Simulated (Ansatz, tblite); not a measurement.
**The cluster SnF₂: rung by rung**

Aim: run the singlet of the cluster SnF₂ at one geometry on many levels, and compare frontier levels, spin and run time.

Computed with Ansatz 0.2.0, Gaussian basis. Level: as each input shows.

Plan: GFN1-xTB, GFN2-xTB, PBE-D4/def2-TZVP, r2SCAN-D4/def2-TZVP, B3LYP-D4/def2-TZVP, revPBE-D4/def2-TZVP, ωB97M-V/def2-TZVP, B2PLYP/def2-TZVP, CAM-B3LYP-D4/def2-TZVP, PBE-D4/def2-SVP, PBE0-D4/def2-SVP, PBE0-D4/def2-TZVPD, PBE-D4/def2-TZVPD, r2SCAN-D4/def2-TZVPD, CCSD(T)/def2-TZVPP, MP2/def2-TZVP, RPA/def2-TZVP, CCSD(T)/def2-TZVPD.

## 1. The geometry

The singlet was relaxed beforehand with PBE-D4/def2-TZVP. At that level it is the lowest of the isomers that a small search found.

3 atoms, charge 0, spin multiplicity 1.

Bond lengths: Sn1–F2 1.961 Å, Sn1–F3 1.961 Å. Angles: F2–Sn1–F3 96.7°.

Sn takes a core potential in the def2 sets. No spin-orbit coupling is included.

PBE0-D4/def2-TZVP was run before; its log isn't repeated, and its numbers join the tables.

## 2. GFN1-xTB

Tight binding, by tblite at 300 K electronic temperature and without a spin-polarisation term:

```python
tblite.interface.Calculator('GFN1-xTB', numbers, positions, charge=0, uhf=0).singlepoint()
```

Energy -349.7733 eV, HOMO -12.82 eV, LUMO -7.88 eV; 0.002 s.

## 3. GFN2-xTB

Tight binding, by tblite at 300 K electronic temperature and without a spin-polarisation term:

```python
tblite.interface.Calculator('GFN2-xTB', numbers, positions, charge=0, uhf=0).singlepoint()
```

Energy -318.2512 eV, HOMO -12.37 eV, LUMO -7.36 eV; 0.002 s.

## 4. PBE-D4/def2-TZVP

start.molden holds the orbitals of an earlier run on this state, given as this run's starting guess.

in.yaml

```yaml
crystal:
  periodic: [false, false, false]
  atoms:
    - {symbol: Sn, position_ang: [0.227622, 0.833105, -0.093687]}
    - {symbol: F, position_ang: [1.270282, -0.823724, -0.211095]}
    - {symbol: F, position_ang: [-1.497904, -0.009390, 0.304782]}
basis:
  gaussian: {orbitals: def2-TZVP, initial_orbitals: start.molden}
hamiltonian: {xc: pbe, dispersion: d4}
scf: {omitted_lower_state_checks: [starts]}
output: {forces: true, orbitals: {seedname: orbitals}}
```

The run is started by

```console
$ ansatz run in.yaml --threads 4 --pin off --events-out ev --progress --plain --max-ram 3916MiB
```

The runs that follow: r2SCAN-D4/def2-TZVP; B3LYP-D4/def2-TZVP; revPBE-D4/def2-TZVP; ωB97M-V/def2-TZVP; B2PLYP/def2-TZVP; CAM-B3LYP-D4/def2-TZVP; PBE-D4/def2-SVP; PBE0-D4/def2-SVP; PBE0-D4/def2-TZVPD; PBE-D4/def2-TZVPD; r2SCAN-D4/def2-TZVPD; CCSD(T)/def2-TZVPP; MP2/def2-TZVP; RPA/def2-TZVP; CCSD(T)/def2-TZVPD.

Q: Predict the results of all the runs planned. Wanted: gap in def2-TZVP, named functionals, smallest and largest; correlation energy, CCSD(T)/def2-TZVPP; correlation energy, MP2/def2-TZVP; correlation energy, CCSD(T)/def2-TZVPD; binding an atom, CCSD(T)/def2-TZVPP; PBE0 total energy, smallest basis above largest.

As calculated:

| quantity | value |
| --- | --- |
| gap in def2-TZVP, named functionals, smallest and largest | 3.98 eV (PBE-D4), 9.90 eV (ωB97M-V) |
| correlation energy, CCSD(T)/def2-TZVPP | -22.35 eV |
| correlation energy, MP2/def2-TZVP | -22.03 eV |
| correlation energy, CCSD(T)/def2-TZVPD | -22.59 eV |
| binding an atom, CCSD(T)/def2-TZVPP | 3.341 eV |
| PBE0 total energy, smallest basis above largest | 7.47 eV (def2-SVP, def2-TZVPD) |

Over the named functionals in def2-TZVP the gap runs from 3.98 eV (PBE-D4) to 9.90 eV (ωB97M-V); exact exchange widens it. The functionals in def2-TZVP miss CCSD(T)/def2-TZVPP by +0.048 (PBE0-D4) to +0.309 eV (PBE-D4) an atom. CCSD(T)/def2-TZVPP isn't at the basis-set limit; small misses against it rank nothing.
